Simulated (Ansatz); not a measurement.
```yaml
crystal:
  periodic: [false, false, false]
  atoms:
    - {symbol: S, position_ang: [-1.550540, -0.127521, -0.001135]}
    - {symbol: B, position_ang: [0.101878, 0.567003, 0.004017]}
    - {symbol: Si, position_ang: [1.812301, -0.108724, -0.000492]}
    - {symbol: H, position_ang: [-2.264749, 1.004696, 0.006748]}
basis:
  gaussian: {orbitals: def2-TZVP}
magnetization: {spin_polarized: true, initial_magnetization: 2}
hamiltonian: {xc: pbe0}
relax: {f_tol: 0.004, max_steps: 80}
```

```sh
$ ansatz run in.yaml --threads 1 --pin off --events-out ev --progress --plain --max-ram 2176MiB
```

Steps of the relaxation (energy above the last step; positions in Å, forces in eV/Å):

```
4
step 1, 320.7 meV
S    -1.551   -0.128   -0.001    0.467    0.421    0.003
B     0.102    0.567    0.004   -1.538   -0.635   -0.005
Si    1.812   -0.109    0.000    1.237   -0.008    0.000
H    -2.265    1.005    0.007   -0.166    0.222    0.002
```

```
4
step 2, 160.7 meV
S    -1.612   -0.122   -0.001    0.376    0.323    0.002
B     0.081    0.446    0.003   -0.656   -0.658   -0.005
Si    1.897   -0.044    0.000    0.233    0.248    0.002
H    -2.266    1.055    0.007    0.046    0.087    0.001
```

```
4
step 3, 56.2 meV
S    -1.689   -0.129   -0.001    0.035    0.333    0.002
B     0.038    0.257    0.002    0.456   -0.306   -0.002
Si    1.954    0.076    0.001   -0.705    0.197    0.001
H    -2.204    1.130    0.008    0.215   -0.223   -0.002
```

```
4
step 7, 0.0 meV
S    -1.742   -0.139   -0.002   -0.001    0.000    0.000
B     0.005    0.087    0.001    0.002    0.000    0.000
Si    1.884    0.213    0.002    0.000    0.000    0.000
H    -2.048    1.175    0.008    0.000    0.000    0.000
```

Close pairs at the end: S1–H4 1.348 Å, S1–B2 1.762 Å, B2–Si3 1.883 Å.

A stationary point of unrestricted PBE0 after 7 steps, with ⟨S²⟩ = 2.010 against 2.00 for a pure state; no frequencies were run, so it isn't proven a minimum. 44 s on 1 thread of Arm Neoverse V1, shared host.
